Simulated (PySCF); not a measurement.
**BO under electron impact: the energy ladder**

PBE in PySCF with def2-TZVPPD on every atom, for the lowest determinant that a PBE0 search found; no spin–orbit coupling.

```
species  state (unpaired electrons)  Re (Å)  ωe (cm⁻¹)  energy of the minimum from the neutral (eV)  De (eV)  dissociates to
     BO               doublet (σ ↑)   1.215       1843                                         0.00     8.96           B + O
    BO⁺      singlet (closed shell)   1.205       1864                                        12.98     4.66          B⁺ + O
    BO⁻      singlet (closed shell)   1.245       1680                                        -2.42     9.61          B + O⁻
```

Problem. Work out the lowest energy to break BO into atoms, from its vibrational ground state.

Solution. D0 = De − ωe/2 = 8.96 − 0.11 = 8.85 eV (PBE/def2-TZVPPD).

Problem. Work out the ionisation energy of the B atom at this level and the threshold of dissociative ionisation.

Solution. IE(B) = 12.98 + 4.66 − 8.96 = 8.68 eV, so B⁺ + O + e⁻ appears at D0 + IE(B) = 17.53 eV (PBE/def2-TZVPPD). The measured IE(B) is 8.298 eV (NIST ASD).

Problem. Work out the electron affinity of the O atom and the threshold of dissociative attachment.

Solution. EA(O) = 8.96 − 9.61 − (-2.42) = 1.77 eV, so B + O⁻ needs D0 − EA(O) = 7.08 eV (PBE/def2-TZVPPD). The measured EA(O) is 1.461 eV.

Problem. At which energy does ion-pair formation open?

Solution. B⁺ + O⁻ lies at D0 + IE(B) − EA(O) = 15.76 eV (PBE/def2-TZVPPD).

These are thermodynamic thresholds; the onsets seen under electron impact lie higher where the geometry changes, and cross-sections peak well above them.

For an ion De counts to the pair picked by the measured ionisation energies or electron affinities, which need not be the lowest pair at this level. The highest Kohn–Sham level is positive in this anion. Much of that is self-interaction error, but it also means that the finite basis helps to hold the extra electron. States were picked by a PBE0 search and need not be the measured ground states.
